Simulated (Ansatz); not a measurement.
`O=C(F)F`. Charge 0, multiplicity 1.

```xyz
4

O    -0.844   -0.077    0.935
C    -0.062   -0.006    0.069
F     0.018    0.951   -0.821
F     0.889   -0.868   -0.183
```

List the harmonic frequencies (cm⁻¹, unscaled) at PBE0-D4/def2-TZVP in Ansatz. (Best estimate.)

Computed: 588, 626, 794, 996, 1279, 2002.

Is this a minimum?

Yes, all 6 modes are real.

Give the ideal-gas thermochemistry at 298.15 K and 1 bar (rigid rotor, harmonic oscillator; point group C2v, symmetry number 2).

Zero-point energy 37.6 kJ/mol; H(298) − E = 48.7 kJ/mol; entropy 258.6 J/(mol·K), of which translation 161.1, rotation 92.4, vibration 5.1; G(298) − E = -28.4 kJ/mol.

And at 400, 500, 600, 800 and 1000 K?


| T (K) | H − E (kJ/mol) | S (J/mol/K) | G − E (kJ/mol) |
| --- | --- | --- | --- |
| 400 | 53.8 | 273.5 | -55.6 |
| 500 | 59.6 | 286.2 | -83.6 |
| 600 | 65.8 | 297.6 | -112.8 |
| 800 | 79.3 | 317.0 | -174.3 |
| 1000 | 93.8 | 333.1 | -239.3 |
